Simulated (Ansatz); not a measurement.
Input file:

```yaml
crystal:
  periodic: [false, false, false]
  atoms:
    - {symbol: P, position_ang: [0.084376, 0.005225, -1.627102]}
    - {symbol: O, position_ang: [-0.080498, 0.013599, 0.003991]}
    - {symbol: Si, position_ang: [-0.003878, -0.018825, 1.623111]}
basis:
  gaussian: {orbitals: cc-pVDZ}
magnetization: {spin_polarized: false, initial_magnetization: 1}
correlation: {method: bccd_t, electrons: outside_noble_gas}
scf: {lower_state_search: off}
output: {forces: true}
```

```sh
$ ansatz run in.yaml --threads 1 --pin off --events-out ev --progress --plain --max-ram 2393MiB
```

The program prints:

```
these checks for a lower state are left out or cut short: starts, cluster_reference, orbital_swaps, neighbouring_geometries, increment
506 factors; integrals over basis functions are off by at most 6.9e-4 eV
mean field evaluation 1: about -19165.3601 eV, gradient 2.9e1 eV
mean field evaluation 2: about -19165.3660 eV, gradient 2.9e1 eV
mean field evaluation 4: about -19167.9140 eV, gradient 9.1e0 eV
mean field evaluation 8: about -19168.4038 eV, gradient 1.1e0 eV
mean field evaluation 16: about -19168.4565 eV, gradient 8.5e-6 eV
mean field -19168.45649210 eV, -704.4277832382 hartree, gradient 8.5e-6 eV, S^2 0.750000; 0 other end points of the search recorded, 0 dependent functions left out
11 core orbitals not correlated: weight in the atoms' cores, before any rotation towards them, 1.000 or more for the frozen orbitals, at most 0.000 for the correlated occupied ones
reference -19168.45649210 eV, -704.4277832382 hartree; 8, 7 occupied and 31, 32 virtual orbitals, 506 factors
second order -10.23839752 eV of doubles, -0.07218203 eV of singles
cycle   1  -10.16949930 eV  change   -3.3e-2 eV  update   1.9e-1
cycle   2  -10.65603816 eV  change   -4.9e-1 eV  update   1.2e-1
cycle   3  -10.93166490 eV  change   -2.8e-1 eV  update   6.8e-2
cycle   4  -10.95311533 eV  change   -2.1e-2 eV  update   3.8e-2
cycle   5  -10.96039647 eV  change   -7.3e-3 eV  update   3.4e-2
...
cycle  51  -11.26524766 eV  change    3.1e-7 eV  update   1.8e-8
cycle   1  -11.26524761 eV  update   1.5e-7
cycle   2  -11.26524763 eV  change   -2.3e-8 eV  update   7.5e-8
cycle   3  -11.26524759 eV  change    4.3e-8 eV  update   5.5e-8
cycle   4  -11.26524759 eV  change  -8.3e-11 eV  update   5.0e-8
cycle   5  -11.26524756 eV  change    2.8e-8 eV  update   3.8e-8
cycle   6  -11.26524756 eV  change    1.5e-9 eV  update   3.0e-8
cycle   7  -11.26524756 eV  change   -1.0e-9 eV  update   2.0e-8
cycle   8  -11.26524755 eV  change    5.7e-9 eV  update   1.2e-8
cycle   9  -11.26524755 eV  change    1.9e-9 eV  update   6.2e-9
perturbative correction -0.37012280 eV, -0.0136017622 hartree
WARN: these amplitudes may be one of several solutions (largest doubles amplitude 0.07, level shift 0.47 eV)
the calculation of the forces begins
Total energy: -19180.09186246 eV, -704.8553752120 hartree
Atom 0 at     0.084376     0.005225    -1.627102 Å, force     0.047906     0.006906    -1.252009 eV/Å
Atom 1 at    -0.080498     0.013599     0.003991 Å, force    -0.065340     0.020568    -0.790718 eV/Å
Atom 2 at    -0.003878    -0.018825     1.623111 Å, force     0.017434    -0.027475     2.042726 eV/Å
Dipole moment:     0.023911    -0.004998     0.078688 e Å
Checks for a lower state left out: starts, cluster_reference, orbital_swaps, neighbouring_geometries, increment
```

Forces (eV/Å):
```
P    0.048  0.007 -1.252
O   -0.065  0.021 -0.791
Si   0.017 -0.027  2.043
```

The singles that turn the determinant into the Brueckner one have T1 = 0.176.

Ran on 1 thread of Arm Neoverse V1, shared host: 15 s wall, 0.23 GiB peak host memory.
